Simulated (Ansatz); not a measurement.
# Structure relaxation of ZnRe₃

Theory: DFT PBE, scalar-relativistic, plane waves, PAW (Ansatz 0.2.0). Cutoff 420 eV, Γ-centred k mesh, Gaussian smearing, no spin polarisation in the final step.

The start puts ZnRe₃ on the Cu3Au (L1_2) structure type (Pm-3m, No. 221), with Zn in place of Au, Re in place of Cu, at a guessed volume.

```
Zn Re
1.0
     3.82250    0.00000    0.00000
     0.00000    3.82250    0.00000
     0.00000    0.00000    3.82250
Zn Re
1 3
Direct
  0.00000 0.00000 0.00000
  0.00000 0.50000 0.50000
  0.50000 0.00000 0.50000
  0.50000 0.50000 0.00000
```

Steps on the 4×4×4 mesh (4 atoms). 5 of 5 steps are shown, and the free energy counts from the last. Trial steps that were taken back and renewals of the plane-wave basis can be among the rows.

```tsv
step	ΔF (meV/atom)	V (Å³/atom)	P (GPa)
1	30.4	13.96	15.03
2	49.7	15.58	-15.41
3	1.1	14.72	-1.49
4	0.7	14.65	-0.12
5	0.0	14.65	-0.11
```

A final relaxation ran on a 12×12×12 mesh. The relaxed crystal, Pm-3m (No. 221):

```cif
data_structure
_symmetry_space_group_name_H-M 'Pm-3m'
_symmetry_Int_Tables_number 221
_cell_length_a 3.8839
_cell_length_b 3.8839
_cell_length_c 3.8839
_cell_angle_alpha 90.000
_cell_angle_beta 90.000
_cell_angle_gamma 90.000
_cell_volume 58.59
loop_
_atom_site_label
_atom_site_type_symbol
_atom_site_symmetry_multiplicity
_atom_site_Wyckoff_symbol
_atom_site_fract_x
_atom_site_fract_y
_atom_site_fract_z
_atom_site_occupancy
Zn1 Zn 1 a 0.00000 0.00000 0.00000 1
Re1 Re 3 c 0.00000 0.50000 0.50000 1
```

```yaml
Volume_per_atom: 14.65 Å³
Density: 17.69 g/cm³
Energy_over_the_elements: 0.41 eV/atom
Gap_on_the_12×12×12_mesh: 0 eV (a metal)
```

Formation energies are uncorrected and refer to the elements' standard structures at the same level.

The final run used a 12×12×12 mesh on its 4-atom cell and 0.10 eV smearing. The k mesh leaves about 4 meV/atom of noise in metals. Spin–orbit coupling is left out.

Symmetry constrained the relaxation, so the result can be a saddle point.

Cost: 3 runs of about 0.49 core-minutes in all, on Arm Neoverse V1 (shared hosts).